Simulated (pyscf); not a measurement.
Elementary routes open to H₂N–SiH₂–NH–SiH₃ (SMILES N[SiH2]N[SiH3]) + H₂ (SMILES [H][H]) in the gas phase (singlet surface):
A. H₃Si–NH–SiH₃ (SMILES [SiH3]N[SiH3]) + NH₃ (SMILES N) (N–Si, H–H broken; H–Si, H–N formed)
B. H₂N–SiH₂–NH₂ (SMILES N[SiH2]N) + SiH₄ (SMILES [SiH4]) (N–Si, H–H broken; H–N, H–Si formed)

Structures and frequencies: ωB97X-D3(BJ)/def2-SVP in PySCF.

Rank the routes by free-energy barrier at 298 K, lowest first, for ωB97M-D3(BJ)/def2-TZVP energies (ideal gas, 1 atm, RRHO with modes under 100 cm⁻¹ raised to 100, one conformer, R ln 2 for rigid chiral ones).

A (54.8 kcal/mol), B (59.7 kcal/mol)

Route A is the fastest of these, ahead of the next by 4.9 kcal/mol. The most stable products are those of B (ΔG = +8.4 kcal/mol), whose barrier is 4.9 kcal/mol higher: the kinetic and the thermodynamic product differ. At 1200 K A is still the fastest. A: On the product side the descent ends in a complex (not fully relaxed), 4.2 kcal/mol under the separated species and 38.1 kcal/mol under the saddle at ωB97X-D3(BJ)/def2-TZVP. Only these routes are compared; each barrier is that of the saddle found, and lower ones may exist.
